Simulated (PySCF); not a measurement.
**AlS: frontier orbitals**

B2PLYP at R = 2.045 Å; PySCF, no relativity, basis sets Al aug-pcseg-1, S aug-pcseg-1. State: ²Σ⁺ (doublet), unpaired electrons σ ↑. Only the outer orbitals are listed, counted within each symmetry.

```tsv
spin	orbital	occ.	ε (eV)	on Al (%)	main shells (%)
α	7σ	1	-20.73	13	86 S s, 8 Al s
α	8σ	1	-11.54	52	49 Al s, 41 S p
α	9σ	1	-8.39	66	39 Al p, 30 S p, 26 Al s
α	3π	1	-8.06	11	88 S p, 10 Al p
α	3π	1	-8.06	11	88 S p, 10 Al p
α	4π	0	-0.91	96	90 Al p
α	4π	0	-0.91	96	90 Al p
β	7σ	1	-20.01	13	87 S s, 8 Al s
β	8σ	1	-10.10	53	51 Al s, 39 S p, 8 S s
β	3π	1	-7.95	10	89 S p, 9 Al p
β	3π	1	-7.95	10	89 S p, 9 Al p
β	9σ	0	-3.33	75	44 Al s, 30 Al p, 24 S p
β	4π	0	-0.46	100	96 Al p
β	4π	0	-0.46	100	96 Al p
```

Q: Which are the highest filled and the lowest empty level, where do they sit, and how wide is the gap?

A: Highest filled β 3π at -7.95 eV (in %: 89 S p, 9 Al p); lowest empty β 9σ at -3.33 eV (in %: 44 Al s, 30 Al p, 24 S p); the gap at B2PLYP is 4.62 eV.

The bond order (Mayer) is 1.69. The ⟨S²⟩ is 0.761. The charge on Al (Mulliken, basis-dependent) is 0.63, the charge on Al (Löwdin, basis-dependent) is 0.57 and the dipole moment (positive dipole means Al(−)S(+)) is -4.39 D.

Correlated steps freeze 10 core orbitals. B2PLYP dipoles, levels and charges come from its SCF part alone. The state was picked by a PBE0 search and need not be the measured ground state.
